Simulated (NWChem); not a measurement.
The numbers come from NWChem runs, not from measurements. System: H4Si, charge 0, spin multiplicity 1, at a geometry optimised with PBE/def2-SVP. The structure started from a generated list of species. Level: MP2/def2-TZVP, 5 core orbitals frozen.

Input file:

```
start mol
memory heap 200 mb stack 900 mb global 1100 mb
geometry units angstroms nocenter noautoz
  Si     0.000000     0.000000     0.000000
  H      1.227272     0.000000    -0.867828
  H     -1.227272     0.000000    -0.867828
  H      0.000000     1.227272     0.867828
  H      0.000000    -1.227272     0.867828
  symmetry group C2v
end
basis spherical
  * library def2-tzvp
end
scf
  rhf
  nopen 0
  maxiter 100
  thresh 1e-7
  semidirect memsize 60000000 filesize 0
end
mp2
  freeze core 5
end
task mp2 energy
```

NWChem printed:

```
             Northwest Computational Chemistry Package (NWChem) 7.3.0
             --------------------------------------------------------

                                NWChem Input Module
                                -------------------

 Scaling coordinates for geometry "geometry" by  1.889725989
 (inverse scale =  0.529177249)

 Turning off AUTOSYM since
 SYMMETRY directive was detected!

                             Geometry "geometry" -> ""
                             -------------------------

 Output coordinates in angstroms (scale by  1.889725989 to convert to a.u.)

  No.       Tag          Charge          X              Y              Z
 ---- ---------------- ---------- -------------- -------------- --------------
    1 Si                  14.0000     0.00000000     0.00000000     0.00000000
    2 H                    1.0000     1.22727200     0.00000000    -0.86782800
    3 H                    1.0000    -1.22727200     0.00000000    -0.86782800
    4 H                    1.0000     0.00000000     1.22727200     0.86782800
    5 H                    1.0000     0.00000000    -1.22727200     0.86782800

 Effective nuclear repulsion energy (a.u.)      21.0086891927

            Nuclear Dipole moment (a.u.)
            ----------------------------
        X                 Y               Z
 ---------------- ---------------- ----------------
     0.0000000000     0.0000000000     0.0000000000

      Symmetry information
      --------------------

 Group name             C2v
 Group number             16
 Group order               4
 No. of unique centers     3

      Symmetry unique atoms

     1    2    4


 Summary of "ao basis" -> "" (spherical)
 ------------------------------------------------------------------------------
       Tag                 Description            Shells   Functions and Types
 ---------------- ------------------------------  ------  ---------------------
 *                         def2-tzvp                  on all atoms

 Summary of "ao basis" -> "ao basis" (spherical)
 ------------------------------------------------------------------------------
       Tag                 Description            Shells   Functions and Types
 ---------------- ------------------------------  ------  ---------------------
 Si                        def2-tzvp                13       37   5s5p2d1f
 H                         def2-tzvp                 4        6   3s1p

                                 NWChem SCF Module
                                 -----------------

  ao basis        = "ao basis"
  functions       =    61
  atoms           =     5
  closed shells   =     9
  open shells     =     0
  charge          =   0.00
  wavefunction    = RHF
  use symmetry    = T
  symmetry adapt  = T

 Summary of "ao basis" -> "ao basis" (spherical)
 ------------------------------------------------------------------------------
       Tag                 Description            Shells   Functions and Types
 ---------------- ------------------------------  ------  ---------------------
 Si                        def2-tzvp                13       37   5s5p2d1f
 H                         def2-tzvp                 4        6   3s1p

      Symmetry analysis of basis
      --------------------------

        a1         26
        a2          5
        b1         15
        b2         15

 Forming initial guess at       0.0s

      Superposition of Atomic Density Guess
      -------------------------------------

 Sum of atomic energies:        -290.83464730

      Non-variational initial energy
      ------------------------------

 Total energy =    -291.004630
 1-e energy   =    -443.908678
 2-e energy   =     131.895358
 HOMO         =      -0.429253
 LUMO         =       0.091001

      Symmetry analysis of molecular orbitals - initial
      -------------------------------------------------

 !! scf_movecs_sym_adapt:   30 vectors were symmetry contaminated

  Symmetry fudging

 !! scf_movecs_sym_adapt:   30 vectors were symmetry contaminated

  Numbering of irreducible representations:

     1 a1          2 a2          3 b1          4 b2

  Orbital symmetries:

     1 a1          2 a1          3 a1          4 b1          5 b2
     6 a1          7 a1          8 b2          9 b1         10 b2
    11 b1         12 a1         13 a1         14 a1         15 b1
    16 b2         17 a1         18 a2         19 a1

 Starting SCF solution at       0.1s

 ----------------------------------------------
         Quadratically convergent ROHF

 Convergence threshold     :          1.000E-07
 Maximum no. of iterations :          100
 Final Fock-matrix accuracy:          1.000E-09
 ----------------------------------------------

              iter       energy          gnorm     gmax       time
             ----- ------------------- --------- --------- --------
                 1     -291.2391008380  3.31D-01  1.33D-01      0.2
                 2     -291.2563111895  6.76D-02  2.04D-02      0.2
                 3     -291.2568148427  4.38D-03  1.35D-03      0.2
                 4     -291.2568178499  1.05D-05  2.92D-06      0.2
                 5     -291.2568178499  9.05D-10  3.87D-10      0.2

       Final RHF  results
       ------------------

         Total SCF energy =   -291.256817849933
      One-electron energy =   -444.965290936981
      Two-electron energy =    132.699783894352
 Nuclear repulsion energy =     21.008689192696

        Time for solution =      0.1s

       Symmetry analysis of molecular orbitals - final
       -----------------------------------------------

  Numbering of irreducible representations:

     1 a1          2 a2          3 b1          4 b2

  Orbital symmetries:

     1 a1          2 a1          3 b1          4 b2          5 a1
     6 a1          7 a1          8 b2          9 b1         10 b2
    11 b1         12 a1         13 a1         14 a1         15 b1
    16 b2         17 a1         18 a2         19 a1

             Final eigenvalues
             -----------------

              1
    1  -68.7784
    2   -6.1276
    3   -4.2338
    4   -4.2338
    5   -4.2338
    6   -0.7249
    7   -0.4835
    8   -0.4835
    9   -0.4835
   10    0.1424
   11    0.1424
   12    0.1424
   13    0.1646
   14    0.2818
   15    0.2818
   16    0.2818
   17    0.3323
   18    0.3323
   19    0.4221

                       ROHF Final Molecular Orbital Analysis
                       -------------------------------------

 Vector    7  Occ=2.000000D+00  E=-4.834962D-01  Symmetry=a1
              MO Center=  2.2D-11,  3.3D-11,  2.0D-14, r^2= 2.5D+00
   Bfn.  Coefficient  Atom+Function         Bfn.  Coefficient  Atom+Function
  ----- ------------  ---------------      ----- ------------  ---------------
    17      0.307464  1 Si pz                39     -0.163479  2 H  s
    45     -0.163479  3 H  s                 51      0.163479  4 H  s
    57      0.163479  5 H  s

 Vector    8  Occ=2.000000D+00  E=-4.834933D-01  Symmetry=b2
              MO Center= -7.6D-17, -3.2D-11,  6.2D-01, r^2= 2.1D+00
   Bfn.  Coefficient  Atom+Function         Bfn.  Coefficient  Atom+Function
  ----- ------------  ---------------      ----- ------------  ---------------
    16      0.307464  1 Si py                51      0.231195  4 H  s
    57     -0.231195  5 H  s

 Vector    9  Occ=2.000000D+00  E=-4.834933D-01  Symmetry=b1
              MO Center= -2.2D-11,  4.9D-17, -6.2D-01, r^2= 2.1D+00
   Bfn.  Coefficient  Atom+Function         Bfn.  Coefficient  Atom+Function
  ----- ------------  ---------------      ----- ------------  ---------------
    15      0.307464  1 Si px                39      0.231195  2 H  s
    45     -0.231195  3 H  s

 Vector   10  Occ=0.000000D+00  E= 1.424090D-01  Symmetry=b2
              MO Center=  5.4D-19,  9.1D-12, -5.7D-01, r^2= 5.1D+00
   Bfn.  Coefficient  Atom+Function         Bfn.  Coefficient  Atom+Function
  ----- ------------  ---------------      ----- ------------  ---------------
    19      1.893164  1 Si py                52     -1.320663  4 H  s
    58      1.320663  5 H  s

 Vector   11  Occ=0.000000D+00  E= 1.424090D-01  Symmetry=b1
              MO Center=  9.6D-12,  4.6D-18,  5.7D-01, r^2= 5.1D+00
   Bfn.  Coefficient  Atom+Function         Bfn.  Coefficient  Atom+Function
  ----- ------------  ---------------      ----- ------------  ---------------
    18      1.893164  1 Si px                40     -1.320663  2 H  s
    46      1.320663  3 H  s

 Vector   12  Occ=0.000000D+00  E= 1.424116D-01  Symmetry=a1
              MO Center=  2.3D-10,  3.1D-10,  1.0D-13, r^2= 5.5D+00
   Bfn.  Coefficient  Atom+Function         Bfn.  Coefficient  Atom+Function
  ----- ------------  ---------------      ----- ------------  ---------------
    20      1.893229  1 Si pz                40      0.933881  2 H  s
    46      0.933881  3 H  s                 52     -0.933881  4 H  s
    58     -0.933881  5 H  s

 center of mass
 --------------
 x =   0.00000000 y =   0.00000000 z =   0.00000000

 moments of inertia (a.u.)
 ------------------
          21.683644189977           0.000000000000           0.000000000000
           0.000000000000          21.683644189977           0.000000000000
           0.000000000000           0.000000000000          21.683253242821

  Mulliken analysis of the total density
  --------------------------------------

    Atom       Charge   Shell Charges
 -----------   ------   -------------------------------------------------------
    1 Si  14    13.80   2.00  0.58  1.39  0.82  0.44  4.12  1.73  0.52  1.49  0.40  0.12  0.16  0.02
    2 H    1     1.05   0.24  0.56  0.24  0.01
    3 H    1     1.05   0.24  0.56  0.24  0.01
    4 H    1     1.05   0.24  0.56  0.24  0.01
    5 H    1     1.05   0.24  0.56  0.24  0.01

       Multipole analysis of the density wrt the origin
       ------------------------------------------------

     L   x y z        total         open         nuclear
     -   - - -        -----         ----         -------
     0   0 0 0      0.000000      0.000000     18.000000

     1   1 0 0      0.000000      0.000000      0.000000
     1   0 1 0     -0.000000      0.000000      0.000000
     1   0 0 1     -0.000000      0.000000      0.000000

     2   2 0 0    -12.574524      0.000000     10.757450
     2   1 1 0      0.000000      0.000000      0.000000
     2   1 0 1      0.000000      0.000000      0.000000
     2   0 2 0    -12.574524      0.000000     10.757450
     2   0 1 1     -0.000000      0.000000      0.000000
     2   0 0 2    -12.574538      0.000000     10.757837

                   NWChem MP2 Semi-direct Energy/Gradient Module
                   ---------------------------------------------

  Basis functions       =     61
  Molecular orbitals    =     61
  Frozen core           =      5
  Frozen virtuals       =      0
  Active alpha occupied =      4
  Active beta occupied  =      4
  Active alpha virtual  =     52
  Active beta virtual   =     52
  Use MO symmetry       = T
  Use skeleton AO sym   = T

  AO/Fock/Back tols     =   1.0D-09  1.0D-09  1.0D-09

 GA uses MA = F    GA memory limited = T

 Available:
  local mem=  1.26D+08
 global mem=  1.44D+08
 local disk=  0.00D+00
  mp2_memr nvloc                    52
  nvloc new                    52
   1 passes of   4:        3145728                      17986                   1343751.
   1 passes of   4: M    126152484           G      144171758           F     123006756.

 Semi-direct pass number   1 of   1  for RHF alpha+beta  at        0.3s
  vrange nnbf                  1891
  mp2_eaftype                    10  avail_ma_in_mb                  1099
 EAF : mp2_eaftype filesize          10     671876.
  mp2_eaf for mointskh                     10
Node 0 wrote      3.1 Mb in      0.0 s     Agg I/O rate:  1819.0 Mb/s
 Done moints_semi at        0.7s
  mp2_eaftype                    10  avail_ma_in_mb                  1089
 EAF : mp2_eaftype filesize          10     671876.
  mp2_eaf for kh                    10
 Done maket at        0.8s
 Done multipass loop at        0.8s

          -------------------------------------------
          SCF energy                -291.256817849933
          Correlation energy          -0.131009862625
          Singlet pairs               -0.110466526485
          Triplet pairs               -0.020543336140
          Total MP2 energy          -291.387827712558
          -------------------------------------------

          ---------------------------------------------------
                    Spin Component Scaled (SCS) MP2
          Same spin pairs                     -0.013695557427
          Same spin scaling factor             0.333333333333
          Opposite spin pairs                 -0.117314305198
          Opposite spin scaling fact.          1.200000000000
          SCS-MP2 correlation energy          -0.145342352047
          Total SCS-MP2 energy              -291.402160201980
          ---------------------------------------------------

 -----------------------
 Performance information
 -----------------------

 Timer overhead =  9.70D-08 seconds/call

               Nr. of calls         CPU time (s)                 Wall time (s)                GFlops
             ---------------    -------------------     ------------------------------   -------------------
Name         Min   Avg   Max    Min     Avg     Max     Min     Avg     Max   Mx/calls   Min     Max     Sum
mp2: moin     1     1     1   0.49    0.49    0.49     0.49    0.49    0.49    0.49      0.0     0.0     0.0
mp2: make     1     1     1   1.17E-2 1.17E-2 1.17E-2  1.17E-2 1.17E-2 1.17E-2 1.17E-2   0.0     0.0     0.0
mp2: tota     1     1     1   0.52    0.52    0.52     0.52    0.52    0.52    0.52      0.0     0.0     0.0

 The average no. of pstat calls per process was 3.00D+00
 with a timing overhead of 2.91D-07s

 Task  times  cpu:        0.7s     wall:        0.7s

 Total times  cpu:        0.8s     wall:        0.8s
```
